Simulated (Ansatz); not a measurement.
For chalcopyrite CdSnAs2, LDA in Ansatz (PAW) gives:

```
Quantity                           Value
------------------------------  --------
equilibrium lattice constant a   6.036 Å
lattice parameter c             11.896 Å
bulk modulus                    59.5 GPa
```

Question: What does r²SCAN+rVV10 in Ansatz (plane waves, PAW) give for the same quantities?

Answer: 
- lattice constant a: 6.114 Å (increases by 1.3 %)
- lattice parameter c: 11.971 Å (goes up by 0.6 %)
- bulk modulus: 57.7 GPa (drops by 3.0 %)

Changes are worked out from the printed values.

Unless a cell is named, each level is at its own relaxed cell (LDA 27.09, r²SCAN+rVV10 27.97 Å³/atom).

Caveats: the relaxation could not lower the start's symmetry, so the cell can be a saddle point above a distorted one (LDA, r²SCAN+rVV10). Ansatz's density-functional and Hartree–Fock values are scalar-relativistic unless marked +SOC, with PAW data made under PBE.

Ansatz is an electronic-structure program.
